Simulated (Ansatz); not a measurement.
Mulliken charges of `OC(O)(Cl)Cl` from r2SCAN/def2-TZVPP in Ansatz (PBE0-D4/def2-TZVP geometry).

```json
{"atom": "O1", "x (Å)": "-0.530", "y (Å)": "0.712", "z (Å)": "0.833", "charge (e)": "-0.273"}
{"atom": "C2", "x (Å)": "0.015", "y (Å)": "0.113", "z (Å)": "-0.265", "charge (e)": "0.341"}
{"atom": "O3", "x (Å)": "0.526", "y (Å)": "-1.127", "z (Å)": "-0.016", "charge (e)": "-0.273"}
{"atom": "Cl4", "x (Å)": "-1.200", "y (Å)": "-0.122", "z (Å)": "-1.552", "charge (e)": "-0.115"}
{"atom": "Cl5", "x (Å)": "1.280", "y (Å)": "1.236", "z (Å)": "-0.838", "charge (e)": "-0.115"}
{"atom": "H6", "x (Å)": "-1.249", "y (Å)": "0.145", "z (Å)": "1.143", "charge (e)": "0.218"}
{"atom": "H7", "x (Å)": "1.219", "y (Å)": "-1.025", "z (Å)": "0.649", "charge (e)": "0.218"}
```

Task: By hand: the dipole of these point charges (1 e Å = 4.8032 D).

Result: Σ q r = (-0.010, -0.168, 0.352) e Å, of length 0.390 e Å = 1.87 D.

Task: How does the dipole of the full density compare? (Estimate.)

Result: Computed: (-0.012, -0.214, 0.448) e Å, 2.39 D; the point charges give 0.78 times that, at 0° from its direction.

Point charges leave out the atoms' own dipoles, such as those of lone pairs, and Mulliken's split depends on the basis, so the two needn't agree.
